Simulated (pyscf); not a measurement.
Optimised with ωB97X-D3(BJ)/def2-SVP in PySCF.

Task: H₃Si–Si•(SiH₃)–Cl (SMILES [SiH3][Si]([SiH3])Cl) + H₃C–SiH₃ (SMILES C[SiH3]) → H₃Si–Si(SiH₃)(SiH₃)–Cl (SMILES [SiH3][Si]([SiH3])([SiH3])Cl) + CH₃• (SMILES [CH3])
Surface: doublet. Broken: C–Si. Formed: Si–Si. Give ΔE‡ and ΔE from M06-2X/def2-TZVP, relative to the separated reactants.

Result: ΔE‡ = 26.3 kcal/mol, ΔE = +20.9 kcal/mol. ωB97M-D3(BJ)/def2-TZVP gives 25.7 kcal/mol and +19.6 kcal/mol. Zero-point energy shifts the barrier by -1.1 kcal/mol. It is a substitution at Si, with an imaginary mode of 496i cm⁻¹. This is the saddle that the search found; another between the same sides may lie lower. The angle at the attacked Si is 179°.
